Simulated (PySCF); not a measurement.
How methods differ on the ionisation energy of S

S [Ne] 3s2 3p4 (3P) → S⁺ [Ne] 3s2 3p3 (4S), as a difference of total energies. Computed with PySCF 2.14 in aug-cc-pV(T+d)Z (6s5p4d2f, 55 functions), with no relativity, point nucleus. Correlated levels: valence: [Ne] frozen. The calculations carry no spin-orbit coupling.

| method | ionisation energy (eV) |
| --- | --- |
| UHF | 9.243 |
| LDA | 10.569 |
| PBE0 | 10.409 |
| r2SCAN | 10.381 |
| M06-L | 10.196 |
| wB97X-V | 10.517 |
| BLYP | 10.421 |
| MP2 (valence) | 10.005 |
| SCS-MP2 (valence) | 10.085 |

Question: Estimate what B2PLYP gives.

Answer: 10.327 eV, closest to r2SCAN among the rows shown.

Question: Estimate what PBE gives.

Answer: 10.434 eV, closest to BLYP among the rows shown.

Errors of the correlated levels include the incompleteness of this basis and the frozen core.

For comparison: 10.336 eV (measured; NIST levels, between the centres of gravity of the two terms).
